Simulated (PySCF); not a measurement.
An unknown is described by computed data only.

Elements present: C, F, H and N. Monoisotopic mass: 93.0390 u.

| Item | Value |
| --- | --- |
| Rotational structure | rotational constants A, B, C: 8.695, 1.841, 1.631 GHz [PBE0-D3(BJ)/def2-SVP] |
| 1H NMR | chemical shifts (computed TMS as zero) by class: 7.65 (1 H), 5.52 (1 H), 3.41 (3 H) ppm [GIAO HF/pcSseg-2] |
| UV, first state | lowest singlet excitation: 4.99 eV (249 nm, f = 0.001) [TDDFT CAM-B3LYP/def2-SVPD] |
| Triplet | lowest triplet excitation (Tamm–Dancoff): 4.14 eV [TDA CAM-B3LYP/def2-SVPD] |
| 13C NMR | chemical shifts (computed TMS as zero) by class: 165.4 (1 C), 106.8 (1 C), 46.4 (1 C) ppm [GIAO HF/pcSseg-2] |
| Polarisability | 48.9 au [CAM-B3LYP/def2-SVPD] |
| Dipole | 2.36 D [CAM-B3LYP/def2-SVPD] |

Electronic properties: PySCF, gas phase, density fitting. Levels stand in brackets. Geometry: PBE0-D3(BJ)/def2-SVP, one conformer, isolated molecule. NMR values are class means; diastereotopic atoms form classes of their own.

Problem. Which formula fits the mass and the elements?

Solution. C3H5F2N (calculated 93.0390). No other formula that holds each of these elements comes within 0.0003 u with a fitting electron parity and a possible valence count.

Problem. What is the compound? Reason from the data.

Solution. Numbering: `[CH3:1]/[N:2]=[CH:3]/[CH:4]([F:5])[F:6]`. Its formula, C3H5F2N, gives 1 degree of unsaturation: 0 rings and 1 π bond in the structure found. 3 carbons fall into 3 classes; from least to most shielded: imine carbon [C3] (165.4 ppm), CHF2 carbon [C4] (106.8 ppm), N-methyl carbon [C1] (46.4 ppm). Hydrogen classes from least to most shielded: 1 H on an imine carbon, C3 (7.65 ppm), 1 H on a CHF2 carbon, C4 (5.52 ppm), 3 H on an N-methyl carbon, C1 (3.41 ppm, a mean of values up to 0.6 ppm apart in this geometry). The optimised geometry has point group Cs and is an asymmetric top. Structure: `C/N=C/C(F)F`. Computed isomers that give other values at the same levels: `FC(F)[C@@H]1CN1` (rotational constant A: 6.903 GHz; this holds for the one conformer computed); `[H]/N=C\CC(F)F` (lowest singlet excitation: 5.30 eV (234 nm, f = 0.003)). The assignments are read from this structure; whether some other isomer fits the data as well wasn't checked.

Shape of the structure used: `[CH3:1]/[N:2]=[CH:3]/[CH:4]([F:5])[F:6]`: N2–C3–C4–F5 -121°.
